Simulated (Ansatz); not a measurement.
Rock-salt KI: LO phonon frequency at X by level of theory

No measured value is used here.

| level (code) | value (cm⁻¹) | cell (Å³/atom) |
|---|---|---|
| LDA (Ansatz) | ? | 39.61 |
| PBE (Ansatz) | 96 | 46.30 |
| r²SCAN (Ansatz) | 109 | 44.59 |

Question: What belongs in the gaps?

Answer: 
- LDA (Ansatz, a quantum-chemistry and plane-wave program), value (cm⁻¹): 124

Each level is taken at its own relaxed cell. Cutoffs differ between the levels. Ansatz's density-functional and Hartree–Fock values are scalar-relativistic unless marked +SOC, with PAW data made under PBE.
